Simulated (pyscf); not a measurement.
Optimised with ωB97X-D3(BJ)/def2-SVP in PySCF.

SMILES: O[SiH]([SiH3])[SiH3]
```xyz
12

O     -1.6535    -0.4861    -2.3815
Si    -0.4768     0.6652    -2.0396
Si    -0.9906     1.8436    -0.0845
Si     1.5285    -0.4856    -1.7598
H     -2.5556    -0.1622    -2.4753
H     -0.3350     1.6577    -3.1542
H     -0.9987     0.9182     1.0876
H     -2.3367     2.4873    -0.1838
H      0.0312     2.9082     0.1504
H      1.9004    -1.2493    -2.9862
H      1.4132    -1.4283    -0.6083
H      2.6055     0.5055    -1.4580
```

Problem. How much does it cost (ΔH, 298 K, ωB97M-D3(BJ)/def2-TZVP) to split HO–SiH(SiH₃)–SiH₃ at its Si–Si bond into HO–SiH•–SiH₃ + SiH₃•?

Solution. Si–Si to HO–SiH•–SiH₃ + SiH₃•: 308.6 kJ/mol. The 7 functionals that were run give +282.6 (r²SCAN) to +328.0 kJ/mol (ωB97X-D3(BJ)). HO–SiH•–SiH₃ lies 95.9 kJ/mol over its isomer •H₂Si–O–SiH₃, and others may lie lower still (electronic energy, ωB97M-D3(BJ)).
